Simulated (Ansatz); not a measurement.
**SiC (triplet): from Hartree-Fock to the top rungs, def2-QZVPP**

The task here is to estimate one member of a computed series from the others.

The runs use Ansatz 0.2.0, Gaussian basis; def2-QZVPP, core rule «outside noble gas», up to 6 orbitals frozen.

To be run: UHF; ROHF; CCSD(T) on UHF.

2 further runs of the same task are left out: 2 set aside as unsound or not needed. Runs told in other sessions of the task aren't counted.

## What is computed

The geometry is a PBE0/def2-TZVP stationary point (not a proven minimum).

2 atoms, charge 0, spin multiplicity 3.

Atoms are counted from 1 here; the program's logs count them from 0.

Bond lengths: Si1–C2 1.710 Å.

The first run:

in.yaml reads:

```yaml
crystal:
  periodic: [false, false, false]
  atoms:
    - {symbol: Si, position_ang: [0.000000, 0.000000, 0.000000]}
    - {symbol: C, position_ang: [0.000000, 0.000000, 1.709998]}
basis:
  gaussian: {orbitals: "def2-QZVPP.json"}
magnetization: {spin_polarized: true, initial_magnetization: 2}
hamiltonian: {xc: hf}
output: {orbitals: {seedname: orbitals}}
```

Launch:

```bash
ansatz run in.yaml --threads 1 --pin off --events-out ev --progress --plain --max-ram 2393MiB
```

Among the steps run: UHF; ROHF; CCSD(T) on UHF.

One table of the session follows, with a row left open; its other results are not shown here.

| method | from UCCSD(T) (meV) |
| --- | --- |
| ROHF | +6850.6 |
| UHF | +6277.9 |
| UMP2 | ? |
| UCCSD | +391.7 |
| UCCSD(T) | 0 |

Estimate the missing values for UMP2.

As computed: from UCCSD(T) (meV): +1532.9. In the column «from UCCSD(T) (meV)» it lies between UCCSD (+391.7) and UHF (+6277.9).

To keep in mind: The determinant of HF (⟨S²⟩ 2.52) is far from a pure spin state, so its energy mixes those of several spin states; that is harmless only where they are near-degenerate. The determinant of CCSD(T) (⟨S²⟩ 2.52) is far from a pure spin state, so its energy mixes those of several spin states; high orders of coupled cluster remove much of that, low ones don't.
